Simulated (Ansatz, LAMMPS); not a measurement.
## Elastic constant C44 of bcc Mo: levels of theory against measurement

Reference value: 112 GPa (measured, 0 K, 300 K values taken to 0 K by the source's computed thermal shift; zero-point effects included; as tabulated in Gong and Corso (2024), arXiv:2406.16634).

What do MEAM library.meam-Mo, SNAP Mo_Zuo_JPCA2020.snap, LDA, PBE, revPBE, RPBE, PBE-D3(BJ), r²SCAN+rVV10, HSE06 give, and how far is each from the reference?


```json
[
 {"level (code)": "MEAM library.meam-Mo (LAMMPS)", "value (GPa)": "111", "cell (Å³/atom)": "15.63", "difference (%)": "-0.9"},
 {"level (code)": "SNAP Mo_Zuo_JPCA2020.snap (LAMMPS)", "value (GPa)": "109", "cell (Å³/atom)": "15.92", "difference (%)": "-2.7"},
 {"level (code)": "LDA (Ansatz)", "value (GPa)": "105", "cell (Å³/atom)": "15.06", "difference (%)": "-6.2"},
 {"level (code)": "PBE (Ansatz)", "value (GPa)": "98.8", "cell (Å³/atom)": "15.79", "difference (%)": "-11.8"},
 {"level (code)": "revPBE (Ansatz)", "value (GPa)": "97.0", "cell (Å³/atom)": "15.94", "difference (%)": "-13.4"},
 {"level (code)": "RPBE (Ansatz)", "value (GPa)": "96.3", "cell (Å³/atom)": "16.00", "difference (%)": "-14.0"},
 {"level (code)": "PBE-D3(BJ) (Ansatz)", "value (GPa)": "109", "cell (Å³/atom)": "15.34", "difference (%)": "-2.7"},
 {"level (code)": "r²SCAN+rVV10 (Ansatz)", "value (GPa)": "108", "cell (Å³/atom)": "15.54", "difference (%)": "-3.6"},
 {"level (code)": "HSE06 (Ansatz)", "value (GPa)": "116", "cell (Å³/atom)": "15.43", "difference (%)": "+3.6"}
]
```

Once the reference is moved by up to 5.0 % (a margin picked here for doubts on the reference and the settings, and for temperature and zero-point motion) and values within 1.7 % count as equal, the nearest can be MEAM library.meam-Mo (-0.9 %), SNAP Mo_Zuo_JPCA2020.snap (-2.7 %), PBE-D3(BJ) (-2.7 %), r²SCAN+rVV10 (-3.6 %), HSE06 (+3.6 %) or LDA (-6.2 %). Within 20 %: MEAM library.meam-Mo, SNAP Mo_Zuo_JPCA2020.snap, LDA, PBE, revPBE, RPBE, PBE-D3(BJ), r²SCAN+rVV10, HSE06.

The measured value isn't corrected to a static lattice, so vibrations enter the comparison.  LDA, PBE, revPBE, RPBE, PBE-D3(BJ), r²SCAN+rVV10, HSE06: shear constants of such metals converge slowly with the k mesh. PBE-D3(BJ): the dispersion coefficients are held fixed in the derivatives. HSE06: hybrids on metals are sensitive to the k mesh. HSE06: the run warned that the count of filled bands differs between k points. Each level is taken at its own relaxed cell. Cutoffs and k meshes differ between the levels. Ansatz's density-functional and Hartree–Fock values are scalar-relativistic unless marked +SOC, with PAW data made under PBE.

Empirical potentials (MEAM library.meam-Mo) are fitted to chosen data: where that held the value shown, agreement is built in, and what lay outside the fit can be far off. Machine-learned potentials (SNAP Mo_Zuo_JPCA2020.snap) are trained on DFT data: a solid inside that data is no test of them.

Differences are worked out from the printed values.

Ansatz is a first-principles code.
